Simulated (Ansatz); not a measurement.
Write a Python script for the Ansatz DFT code, driven from Python that makes a rigid scan of one bond angle of C2H5NO, SMILES C=NCO. Use (for the species named): CAM-B3LYP, cc-pVDZ basis, multiplicity 1.

```xyz
9

C    -1.3691   -0.2547    0.1798
N    -0.4844   -0.3973   -0.6941
C     0.6902    0.3639   -0.3944
O     1.5414   -0.1691    0.6877
H    -2.3813   -0.7320    0.0262
H    -1.3186    0.4599    1.0511
H     0.5230    1.4133   -0.1500
H     1.4079    0.3871   -1.2711
H     1.4793   -1.1174    0.5478
```

Script `bend_c2h5no.py`:
```python
'''Energy of C2H5NO against one bond angle.'''

import ansatz as az
from ase import Atoms

atoms = Atoms(['C', 'N', 'C', 'O', 'H', 'H', 'H', 'H', 'H'], positions=[
    [-1.3691, -0.2547, 0.1798],
    [-0.4844, -0.3973, -0.6941],
    [0.6902, 0.3639, -0.3944],
    [1.5414, -0.1691, 0.6877],
    [-2.3813, -0.732, 0.0262],
    [-1.3186, 0.4599, 1.0511],
    [0.523, 1.4133, -0.15],
    [1.4079, 0.3871, -1.2711],
    [1.4793, -1.1174, 0.5478],
])

# start the scan from a relaxed geometry
first = az.Crystal.molecule_from_ase(atoms).calculation()
first = first.basis(gaussian='cc-pVDZ')
first = first.functional('CAM-B3LYP')
first = first.relax(force_tolerance=0.02, max_steps=80)
atoms.positions = first.run(threads=1, pin='off').report['positions_ang']

rows = []
for angle in [85, 95, 105, 115, 125, 140, 160]:
    bent = atoms.copy()
    bent.set_angle(2, 1, 0, angle, indices=[0, 4, 5])
    base = (
        az.Crystal.molecule_from_ase(bent).calculation()
        .basis(gaussian='cc-pVDZ')
        .functional('CAM-B3LYP')
    )
    rows.append((angle, base.run(threads=1, pin='off').report['free_energy_ev']))
floor = min(e for _, e in rows)
for angle, e in rows:
    print(f'angle C2-N1-C0 = {angle:3d} deg   {1000 * (e - floor):9.1f} meV')
```

Running `python bend_c2h5no.py` prints:
```text
angle C2-N1-C0 =  85 deg      3001.7 meV
angle C2-N1-C0 =  95 deg      1035.0 meV
angle C2-N1-C0 = 105 deg       241.5 meV
angle C2-N1-C0 = 115 deg         0.0 meV
angle C2-N1-C0 = 125 deg        42.4 meV
angle C2-N1-C0 = 140 deg       374.5 meV
angle C2-N1-C0 = 160 deg       947.4 meV
```

The scan is rigid, and the energies are electronic, in a modest basis. The zero is the lowest point of the grid, which needn't be the minimum. It ran for 76 s on 1 thread of Arm Neoverse V2, with other jobs on the host, peak memory 0.24 GiB.
